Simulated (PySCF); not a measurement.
# CS: vibronic structure

Aim: compute the vibronic structure of CS (`[C-]#[S+]`).

Computed with PySCF 2.14.0 and routines of our own; the level stands in each step. Atoms count from 0.

### Step 1. The system as given

2 atoms, charge 0, multiplicity 1; geometry from: GFN2-xTB.

### Step 2. Vibronic structure: TDDFT CAM-B3LYP/def2-SVP

What the job is given:

```
{"job": {"kind": "vib", "xc": "CAM-B3LYP", "basis": "def2-SVP", "tda": false}, "charge": 0, "multiplicity": 1}
C      0.761975    -0.003367    -0.002271
S     -0.759218     0.004635    -0.011877
```

With the program's defaults for keys left out, this is: TDDFT CAM-B3LYP/def2-SVP vertical-gradient vibronic structure (displaced harmonic oscillators, Condon), gas phase.

Command:

```bash
OMP_NUM_THREADS=1 python excited_run.py task.json out
```

The driver reads the jobs from task.json and runs them one after another.

Standard output:

```text
final grid: 11496 points
cycle   1  E = -436.0345011271  dE =  7.296e-02  |g| = 1.427e-01  |ddm| = 1.768e+00
cycle   2  E = -436.0268381787  dE =  7.663e-03  |g| = 2.191e-01  |ddm| = 2.874e-01
cycle   3  E = -436.0403394890  dE = -1.350e-02  |g| = 2.391e-02  |ddm| = 2.292e-01
cycle   4  E = -436.0405128384  dE = -1.733e-04  |g| = 2.982e-03  |ddm| = 2.862e-02
cycle   5  E = -436.0405167660  dE = -3.928e-06  |g| = 7.078e-04  |ddm| = 5.781e-03
cycle   6  E = -436.0405170328  dE = -2.668e-07  |g| = 1.965e-04  |ddm| = 1.634e-03
cycle   7  E = -436.0405170489  dE = -1.615e-08  |g| = 2.506e-05  |ddm| = 5.264e-04
cycle   8  E = -436.0405170492  dE = -2.586e-10  |g| = 3.890e-06  |ddm| = 8.378e-05
converged SCF energy = -436.0405170492

Singlet excitations (eV, f): 4.981 (0.0124)  4.981 (0.0124)  5.511 (0.0000)  5.913 (0.0000)  5.914 (0.0000)  9.125 (0.2747)

State S1  4.9812 eV  f = 0.01236  H->L+1 0.93
  relaxed dipole 0.736 D, largest gradient of the excitation energy 0.0542 Eh/bohr
  mode    cm-1        S   lambda/meV  Raman
    1   1387.6    0.3651      62.8   1.000
  reorganisation energy 0.0628 eV, total S 0.365, 0-0 4.9183 eV
  absorption maximum 4.918 eV, width 0.038 eV

State S2  4.9812 eV  f = 0.01236  H->L 0.93
  relaxed dipole 0.736 D, largest gradient of the excitation energy 0.0542 Eh/bohr
  mode    cm-1        S   lambda/meV  Raman
    1   1387.6    0.3651      62.8   1.000
  reorganisation energy 0.0628 eV, total S 0.365, 0-0 4.9183 eV
  absorption maximum 4.918 eV, width 0.038 eV

State S6  9.1248 eV  f = 0.27466  H-2->L 0.35, H-1->L+1 0.35, H->L+2 0.19
  relaxed dipole 1.536 D, largest gradient of the excitation energy 0.2004 Eh/bohr
  mode    cm-1        S   lambda/meV  Raman
    1   1387.6    4.9980     859.9   1.000
  reorganisation energy 0.8599 eV, total S 4.998, 0-0 8.2650 eV
  absorption maximum 9.126 eV, width 0.713 eV

State T1  3.3306 eV  f = 0.00000  H->L 0.99
  relaxed dipole 0.036 D, largest gradient of the excitation energy 0.0430 Eh/bohr
  mode    cm-1        S   lambda/meV  Raman
    1   1387.6    0.2298      39.5   1.000
  reorganisation energy 0.0395 eV, total S 0.230, 0-0 3.2911 eV
  absorption maximum 3.291 eV, width 0.038 eV
```

It took 2.3 s on 1 thread of Arm Neoverse N1, shared host; peak memory 0.25 GiB.

### Step 3. Vibronic structure: TDDFT BP86/def2-TZVP

What the job is given:

```
{"job": {"kind": "vib", "xc": "BP86", "basis": "def2-TZVP", "tda": false, "nstates": 2, "grid": 2, "scf": {"max_cycle": 5}, "maxiter": 30}, "charge": 0, "multiplicity": 1}
C      0.761975    -0.003367    -0.002271
S     -0.759218     0.004635    -0.011877
```

Method: TDDFT BP86/def2-TZVP vertical-gradient vibronic structure (displaced harmonic oscillators, Condon), gas phase.

Standard output:

```text
final grid: 22960 points
cycle   1  E = -436.2625390379  dE =  1.588e-01  |g| = 2.547e-01  |ddm| = 1.478e+00
cycle   2  E = -436.1103077144  dE =  1.522e-01  |g| = 7.223e-01  |ddm| = 7.823e-01
cycle   3  E = -436.2763124290  dE = -1.660e-01  |g| = 1.283e-01  |ddm| = 6.413e-01
cycle   4  E = -436.2806555604  dE = -4.343e-03  |g| = 2.116e-02  |ddm| = 9.590e-02
cycle   5  E = -436.2807708047  dE = -1.152e-04  |g| = 3.972e-03  |ddm| = 1.831e-02
SCF not converged, last energy = -436.2807708047
```

Wall time 0.86 s (1 thread of Arm Neoverse N1, shared host); peak memory 0.25 GiB.

**What went wrong.** The cap of 5 cycles ended the SCF at a gradient of 4.0e-03. Cure: raise the cap. Numbers printed on the way are no properties of the molecule.

### Step 4. Results

| quantity | value |
| --- | --- |
| S1: vertical, reorganisation, 0-0, total S (step 2, TDDFT CAM-B3LYP/def2-SVP, modes from GFN2-xTB) | 4.98, 0.06, 4.92 eV; 0.4 |
| S2: vertical, reorganisation, 0-0, total S (step 2, TDDFT CAM-B3LYP/def2-SVP, modes from GFN2-xTB) | 4.98, 0.06, 4.92 eV; 0.4 |
| S6: vertical, reorganisation, 0-0, total S (step 2, TDDFT CAM-B3LYP/def2-SVP, modes from GFN2-xTB) | 9.12, 0.86, 8.27 eV; 5.0 |
| runs | 1 failed, 0 ended on unsound input |

**Reading.** Some states lie very close; unless symmetry makes them partners, their order is unsure. The vibronic model keeps the ground-state modes (from xTB) and shifts them along the gradient alone, so it can miss much of the relaxation that a full optimisation finds.
